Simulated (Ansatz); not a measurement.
Input for Ansatz (development build ahead of 0.2.0):

```yaml
crystal:
  periodic: [false, false, false]
  atoms:
    - { symbol: C, position_ang: [0.0, 0.0, 0.0] }
    - { symbol: H, position_ang: [0.0, 0.0, 1.1742] }
basis:
  gaussian: { orbitals: aug-cc-pVTZ }
total_charge: -1
magnetization:
  initial_magnetization: 2
hamiltonian:
  xc: hf
correlation:
  method: ccsd_t
  frozen_orbitals: { C: 1, H: 0 }
```

The input is written out in the form of the current development build from the run's settings. Correlation on restricted open-shell orbitals is semicanonical, with singles.

Results

```
Converged                       : yes
Reference energy                : -38.29071 hartree
CCSD correlation energy         : -0.15747 hartree
Triples correction              : -0.00654 hartree
Total energy                    : -38.45473 hartree
Spin squared of the determinant : 2.000
```
